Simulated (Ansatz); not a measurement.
A run of Ansatz (development build ahead of 0.2.0) on singlet NO2(-) at this shape:

```xyz
3

N     0.0000    0.0000   -0.4201
O     0.0000    0.9763    0.1838
O     0.0000   -0.9763    0.1838
```

Its results:

| Item | Value |
| --- | --- |
| Converged | yes |
| Reference energy | -204.13369 hartree |
| Correlation energy | -0.65892 hartree |
| Total energy | -204.79261 hartree |
| Spin squared of the determinant | 0.000 |

(1) Which input gives this output? Name the method, the orbitals and the basis set, and write the input.

## Answers

(1) RHF-MP2 in cc-pVTZ. An unrestricted run that stays on the closed shell gives the same numbers.

```yaml
crystal:
  periodic: [false, false, false]
  atoms:
    - { symbol: "N", position_ang: [0.0, 0.0, -0.42011] }
    - { symbol: O, position_ang: [0.0, 0.9763, 0.1838] }
    - { symbol: O, position_ang: [0.0, -0.9763, 0.1838] }
basis:
  gaussian: { orbitals: cc-pVTZ }
total_charge: -1
hamiltonian:
  xc: hf
correlation:
  method: mp2
  frozen_orbitals: { "N": 1, O: 1 }
```

Caution: no unrestricted run beside it, a lower state can exist; no diffuse functions for an anion.
